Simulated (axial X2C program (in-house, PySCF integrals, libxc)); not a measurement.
NSiO²⁺: properties at the nuclei

Computed with an axial X2C code built on PySCF integrals: two-component X2C with atomic mean-field Coulomb and Gaunt terms, Gaussian nuclei, basis N dyall-av3z, Si dyall-v3z, O dyall-av3z with contracted cores.

N–Si–O held linear, with bonds 1.874 and 1.634 Å (near the PBE0 minimum at charge 2 of the determinant lowest at the starting distance; the state shown can have its own minimum elsewhere, held linear; other orders of the atoms were not compared).

Determinant lowest in the PBE0 search, Ω = 1/2 (⟨Sz⟩ = -0.50, ⟨Lz⟩ = 1.00 at PBE0), spin on the atoms N -0.99, Si -0.03, O 0.53:

| level | Eeff magnitude (GV/cm) | Ws magnitude Si (kHz) | A∥/gI N (MHz) | qzz N (a.u.) | A∥/gI Si (MHz) | qzz Si (a.u.) | A∥/gI O (MHz) | qzz O (a.u.) |
| --- | --- | --- | --- | --- | --- | --- | --- | --- |
| PBE0 | 0.0705 | 0.0528 | 255 | 0.31 | 396 | -2.15 | 610 | -0.14 |
| HF | 0.236 | 0.186 | 199 | 0.61 | 1360 | -2.36 | 694 | -0.01 |
| BHandHLYP | 0.105 | 0.0805 | 200 | 0.49 | 588 | -2.34 | 650 | -0.13 |

Eeff is the effective electric field on the electron electric dipole moment in this Ω state and Ws the scalar–pseudoscalar constant of the nucleus named (defined with the proton number Z and per Ω); A∥ (defined per Ω) follows by multiplying with gI = μI/(I μN); qzz is the electric field gradient, eQq0 = 234.96 MHz × Q/barn × qzz. The operators were transformed with the bare-nucleus X2C matrices; with these basis sets, hyperfine constants and field gradients can be off by tens of per cent, and where levels differ in sign neither size nor sign is settled.

Problem. With gI(14N) = 0.4038, Q(14N) = 0.02044 barn, gI(17O) = -0.7575 (g factors from the IAEA table of nuclear moments by Stone; Q from Pyykkö, Mol. Phys. 2018), turn the PBE0 values of the first state into constants in MHz.

Solution. A∥(14N) = 255 × 0.4038 = 103 MHz; eQq0(14N) = 234.96 × (0.02044) × (0.31) = 1.49 MHz; A∥(17O) = 610 × -0.7575 = -462 MHz.

The molecule was held linear; bending was not examined, so a bent shape may lie lower.

Each state is one determinant with collinear spin. Unrestricted Hartree–Fock can overshoot spin polarisation at the nuclei. Where Eeff spreads by more than a factor of two the levels disagree and none is to be relied on. In the state Ω = 1/2 the atomic spins oppose each other (-0.99, -0.03, 0.53): a broken-symmetry determinant whose values are not spin-projected. The search compared states at one distance, so a state with another bond length can lie lower. Further determinants of the search, some of them spin-mixed, are not shown. Where a field gradient or hyperfine factor spreads by more than a factor of two over the levels, a constant derived from it is not to be relied on.
